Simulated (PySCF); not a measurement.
Compound: C3H7F.
Cartesian coordinates in Å at the PBE0-D3(BJ)/def2-SVP level; atoms count from 1:
```
atom  x, y, z in Å
C1    -1.1931   -0.4429    0.2127
C2    -0.1150    0.5306   -0.2052
C3     1.2856   -0.0290   -0.1051
F4    -0.1980    1.6519    0.6043
H5    -1.0274   -0.7747    1.2493
H6    -1.1940   -1.3287   -0.4398
H7    -2.1832    0.0318    0.1563
H8    -0.3049    0.8730   -1.2394
H9     1.4939   -0.3546    0.9258
H10    1.4101   -0.8933   -0.7743
H11    2.0258    0.7351   -0.3822
```

Theory: PySCF, TDDFT PBE0/def2-SVPD, vertical, gas phase, core orbitals frozen in the response.

Transition dipole moments from the ground state, in atomic units and in the frame of the coordinates above (overall signs are arbitrary), for the states with f of 0.002 or more among the lowest 7:

| state | E (hartree) | μx | μy | μz |
| --- | --- | --- | --- | --- |
| S1 | 0.3215 | -0.015 | 0.150 | 0.084 |
| S2 | 0.3292 | -0.400 | -0.067 | 0.051 |
| S3 | 0.3555 | 0.153 | -0.399 | 0.676 |
| S4 | 0.3563 | -0.221 | -0.037 | 0.028 |
| S5 | 0.3627 | -0.241 | -0.041 | 0.032 |
| S6 | 0.3667 | -0.006 | 0.092 | 0.074 |
| S7 | 0.3702 | 0.261 | 0.044 | -0.033 |

Task: What oscillator strength does each state have?

Result: f = (2/3) ΔE |μ|² with ΔE in hartree (27.2114 eV).

| state | \|μ\|² (au) | \|μ\| (D) | f |
| --- | --- | --- | --- |
| S1 | 0.030 | 0.44 | 0.006 |
| S2 | 0.167 | 1.04 | 0.037 |
| S3 | 0.640 | 2.03 | 0.152 |
| S4 | 0.051 | 0.57 | 0.012 |
| S5 | 0.061 | 0.63 | 0.015 |
| S6 | 0.014 | 0.30 | 0.003 |
| S7 | 0.071 | 0.68 | 0.018 |

Task: The point group is Cs. Which irreducible representation does each state belong to?

Result: The ground state is totally symmetric, so the direction of μ fixes the label. Polarised normal to the mirror plane, so A″: S2, S4, S5 and S7. Polarised in the mirror plane, so A′: S1, S3 and S6.

Task: What angle do the transition dipoles of S2 and S7 make?

Result: |cos θ| = |μa·μb| / (|μa| |μb|) = 1.00, so θ ≈ 0° (taken between 0 and 90°, since the signs are arbitrary).

Task: What peak molar absorption coefficient would the strongest computed level give as a lone Gaussian band 0.3 eV wide at half height?

Result: ε(max) = 2.175×10⁸ f / FWHM, with the width in cm⁻¹. S3: 2.175×10⁸ × 0.1517 / 2420 ≈ 14000 L mol⁻¹ cm⁻¹.

All these states lie below the vertical ionisation energy of 11.60 eV (ΔSCF).

On one thread of an x86-64 server, shared host, this took 37 s.

Without π bonds the low states may be Rydberg-like; a valence basis with one diffuse set may place them up to an eV too high.
